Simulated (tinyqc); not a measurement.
Extended Hueckel theory, for PH2-, step by step. The parameters take no account of the charge, which enters only through the electron count, and nothing here shows that the anion is bound. One step of it, computed by the program tinyqc.

Task: Orbitals. Solve H C = S C e through S^(-1/2); fill by pairs from the bottom, a degenerate level sharing its electrons equally; each orbital has its largest coefficient positive (the first on a tie).

H (eV):
```
,1P 3s,1P 3px,1P 3py,1P 3pz,2H 1s,3H 1s
1P 3s,-18.600000,0.000000,0.000000,0.000000,-12.085216,-12.085216
1P 3px,0.000000,-14.000000,0.000000,0.000000,0.000000,0.000000
1P 3py,0.000000,0.000000,-14.000000,0.000000,-9.526416,9.526416
1P 3pz,0.000000,0.000000,0.000000,-14.000000,-9.566359,-9.566359
2H 1s,-12.085216,0.000000,-9.526416,-9.566359,-13.600000,-2.852223
3H 1s,-12.085216,0.000000,9.526416,-9.566359,-2.852223,-13.600000
```

overlap S:
```
,1P 3s,1P 3px,1P 3py,1P 3pz,2H 1s,3H 1s
1P 3s,1.000000,0.000000,0.000000,0.000000,0.423208,0.423208
1P 3px,0.000000,1.000000,0.000000,0.000000,0.000000,0.000000
1P 3py,0.000000,0.000000,1.000000,0.000000,0.394421,-0.394421
1P 3pz,0.000000,0.000000,0.000000,1.000000,0.396075,0.396075
2H 1s,0.423208,0.000000,0.394421,0.396075,1.000000,0.119841
3H 1s,0.423208,0.000000,-0.394421,0.396075,0.119841,1.000000
```

valence electrons = 8

Give: orbital energies; occupations; coefficients; sum of one-electron energies.

Result:

orbital energies (eV): -21.289  -17.285  -15.264  -14.000  3.155  22.053

occupations: 2.000  2.000  2.000  2.000  0.000  0.000

coefficients:
```
,MO1,MO2,MO3,MO4,MO5,MO6
1P 3s,0.662,0.000,-0.488,0.000,0.000,1.060
1P 3px,0.000,0.000,0.000,1.000,0.000,0.000
1P 3py,0.000,0.620,0.000,0.000,1.078,0.000
1P 3pz,0.090,0.000,0.806,0.000,0.000,1.021
2H 1s,0.289,0.376,0.145,0.000,-0.859,-1.006
3H 1s,0.289,-0.376,0.145,0.000,0.859,-1.006
```

sum of one-electron energies = -135.677 eV
